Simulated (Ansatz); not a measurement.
# F2 (SMILES FF): single points off equilibrium

A test off equilibrium: a structure displaced at random from a GFN2-xTB minimum is computed at several levels, and each is set against CCSD(T).

Computed with Ansatz 0.2.0, Gaussian basis. Level: single points in def2-TZVPP.

Correlated methods freeze the cores.

## (1) The system as given

SMILES `FF`, 2 atoms, charge 0, spin multiplicity 1.

Atoms are counted from 1 here; the program's logs count them from 0.

Bond lengths: F1–F2 1.439 Å.

As a file:

```xyz
2
charge 0, multiplicity 1
F    -0.6142    0.2484   -0.2957
F     0.6073   -0.2141    0.3089
```

## (2) CCSD(T)/def2-TZVPP

run/in.yaml reads:

```yaml
crystal:
  periodic: [false, false, false]
  atoms:
    - {symbol: F, position_ang: [-0.614200, 0.248400, -0.295700]}
    - {symbol: F, position_ang: [0.607300, -0.214100, 0.308900]}
basis:
  gaussian: {orbitals: def2-TZVPP}
correlation: {method: ccsd_t}
output: {forces: true}
```

The command line of these runs was not kept.

## (3) PBE0-D4/def2-TZVPP

Edit run/in.yaml of step 2 so:

```diff
@@ -7,3 +7,3 @@
   gaussian: {orbitals: def2-TZVPP}
-correlation: {method: ccsd_t}
-output: {forces: true}
+hamiltonian: {xc: pbe0, dispersion: d4}
+output: {forces: true, orbitals: {seedname: orbitals}}
```

## (4) wB97M-V/def2-TZVPP

Edit run/in.yaml of step 3 so:

```diff
@@ -7,3 +7,3 @@
   gaussian: {orbitals: def2-TZVPP}
-hamiltonian: {xc: pbe0, dispersion: d4}
-output: {forces: true, orbitals: {seedname: orbitals}}
+hamiltonian: {xc: {name: wB97M-V}}
+output: {forces: true}
```

## (5) r2SCAN-D4/def2-TZVPP

Edit run/in.yaml of step 4 so:

```diff
@@ -7,3 +7,3 @@
   gaussian: {orbitals: def2-TZVPP}
-hamiltonian: {xc: {name: wB97M-V}}
+hamiltonian: {xc: r2scan, dispersion: d4}
 output: {forces: true}
```

## (6) PBE-D4/def2-TZVPP

Edit run/in.yaml of step 5 so:

```diff
@@ -7,3 +7,3 @@
   gaussian: {orbitals: def2-TZVPP}
-hamiltonian: {xc: r2scan, dispersion: d4}
+hamiltonian: {xc: pbe, dispersion: d4}
 output: {forces: true}
```

## (7) B97M-V/def2-TZVPP

Edit run/in.yaml of step 6 so:

```diff
@@ -7,3 +7,3 @@
   gaussian: {orbitals: def2-TZVPP}
-hamiltonian: {xc: pbe, dispersion: d4}
+hamiltonian: {xc: {name: B97M-V}}
 output: {forces: true}
```

## (8) LC-wPBE/def2-TZVPP

Edit run/in.yaml of step 7 so:

```diff
@@ -7,3 +7,3 @@
   gaussian: {orbitals: def2-TZVPP}
-hamiltonian: {xc: {name: B97M-V}}
+hamiltonian: {xc: {name: LC-wPBE}}
 output: {forces: true}
```

(Steps that only read results are left out.)

Before running it: what results should come out? Wanted: energy less free atoms, CCSD(T)/def2-TZVPP; RMS force component; RMS force error; HOMO and LUMO, PBE0-D4; T1 diagnostic.

**Answer**, as computed:

| quantity | value |
| --- | --- |
| energy less free atoms, CCSD(T)/def2-TZVPP | -144.6 kJ/mol |
| RMS force component | 0.348 to 1.423 eV/Å over the methods |
| RMS force error | PBE0-D4 0.935, wB97M-V 0.843, r2SCAN-D4 0.450, PBE-D4 0.137, B97M-V 0.548, LC-wPBE 1.075 eV/Å |
| HOMO and LUMO, PBE0-D4 | -11.88 and -4.40 eV |
| T1 diagnostic | 0.012 |

Against CCSD(T) the functionals' energies less atoms differ by -77.3 to +3.9 kJ/mol, PBE-D4 by -77.3 kJ/mol. The reference is not at the basis limit: in triple zeta CCSD(T) underbinds, which counts against methods that bind more; the gaps are no ranking. The forces of PBE-D4 come nearest to CCSD(T), those of LC-wPBE are farthest. Frozen-core CCSD(T) forces in triple zeta carry basis errors of their own, and this is one geometry, so small gaps rank nothing. The restricted Hartree–Fock reference is unstable towards an unrestricted one at one or more of these structures.
